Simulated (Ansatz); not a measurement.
How well does each level of theory give the band gap of wurtzite AlN?

Reference value: 6.51 eV (measured, zero-point renormalisation of 0.417 eV (from the measured temperature dependence, arXiv:2011.12765) added back here, fundamental, Γ; inputs from Feneberg et al. (2010), doi:10.1103/physrevb.82.075208).

Problem. Which of these levels comes closest to the reference?
A) rVV10 (Ansatz (a first-principles code))
B) PBE-D3(BJ) (Ansatz)
C) Hartree–Fock (Ansatz)
D) G0W0@HSE06 (Ansatz)

Solution. D, G0W0@HSE06 (Ansatz)

```json
[
 {"level (code)": "PBE-D3(BJ) (Ansatz)", "value (eV)": "4.21", "cell (Å³/atom)": "10.42", "error (eV)": "-2.30"},
 {"level (code)": "rVV10 (Ansatz)", "value (eV)": "4.07", "cell (Å³/atom)": "10.70", "error (eV)": "-2.44"},
 {"level (code)": "Hartree–Fock (Ansatz)", "value (eV)": "13.48 (direct)", "cell (Å³/atom)": "10.45", "error (eV)": "+6.97"},
 {"level (code)": "G0W0@HSE06 (Ansatz)", "value (eV)": "6.61 (direct)", "cell (Å³/atom)": "10.45", "error (eV)": "+0.10"}
]
```

Of the ranked levels G0W0@HSE06 (+0.10 eV) comes nearest. Among them Hartree–Fock (+6.97 eV) misses by most. Of the ranked levels only G0W0@HSE06 lands within 0.3 eV.

Semilocal Kohn–Sham gaps run low as a rule, and all computed gaps are for a static lattice, while measured ones hold electron–phonon shifts unless said otherwise.  PBE-D3(BJ), rVV10, Hartree–Fock: the gap is read on the k mesh or supercell of the run alone and can be too large. G0W0@HSE06: GW on a hybrid start was not checked against another program. Values are at the level's own relaxed cell; Hartree–Fock at the measured cell; G0W0@HSE06 at the measured cell. Cutoffs and k meshes differ between the levels. Ansatz's density-functional and Hartree–Fock values are scalar-relativistic unless marked +SOC, with PAW data made under PBE.

Differences are worked out from the printed values.
